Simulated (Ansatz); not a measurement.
# AlH2OSi: the cost of one run

Program: Ansatz 0.2.0. Level of theory: UHF/def2-SVP. These are calculated values, not measurements.

**1. The structure to begin with**

Bond lengths: O1–Si2 1.516 Å, Si2–Al3 2.483 Å, Si2–H4 1.490 Å, Al3–H5 1.595 Å. Angles: O1–Si2–Al3 118.2°, O1–Si2–H4 117.5°, Al3–Si2–H4 124.3°, Si2–Al3–H5 112.0°.

As a file:

```xyz
5

O    -1.0750   -1.6828    0.9544
Si   -0.6408   -0.5522    0.0425
Al    1.4383    0.6807    0.6093
H    -1.4934   -0.2593   -1.1436
H     1.7709    1.8136   -0.4626
```

**2. End point A**

File input.yaml:

```yaml
crystal:
  periodic: [false, false, false]
  atoms:
    - { symbol: O, position_ang: [-1.07498, -1.68282, 0.95438] }
    - { symbol: Si, position_ang: [-0.6408, -0.55221, 0.04255] }
    - { symbol: Al, position_ang: [1.43828, 0.68066, 0.60926] }
    - { symbol: H, position_ang: [-1.49338, -0.25928, -1.14357] }
    - { symbol: H, position_ang: [1.77088, 1.81365, -0.46262] }
magnetization:
  spin_polarized: true
  initial_magnetization: 1
basis:
  gaussian: { orbitals: def2-SVP }
hamiltonian:
  xc: hf
relax:
  f_tol: 0.02
  max_steps: 50
```

The run is started by

```console
$ ansatz run input.yaml --threads 1 --pin off --max-ram 2048MiB --backend cpu --events-out ev --progress --plain --runs-dir out
```

Q: Estimate wall time and peak memory on 1 thread of Arm Neoverse V1, shared host.

About 21 s, with a peak of 0.12 GiB.
